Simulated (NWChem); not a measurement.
# Total energies of water (H2O)

```
O
H 1 0.9747
H 1 0.9747 2 102.04
```
Charge 0, spin multiplicity 1.

Everything below was run with NWChem. Structure: optimised with PBE/def2-SVP, a minimum by its harmonic frequencies.

Basis set: cc-pVDZ (24 functions).

```
method   total energy (Ha)
-------  -----------------
RHF              -76.02534
MP2              -76.22848
B2PLYP           -76.35314
PBE              -76.33417
B3LYP            -76.42056
PBE0             -76.33879
CCSD(T)          -76.24117
```

Total energies of different functionals aren't comparable as a measure of quality: only differences taken within one method are. 

The correlated methods keep 1 core orbital frozen. B3LYP has NWChem's definition, with VWN1-RPA local correlation. No row is a measurement; the coupled-cluster row has its own basis-set and correlation limits.
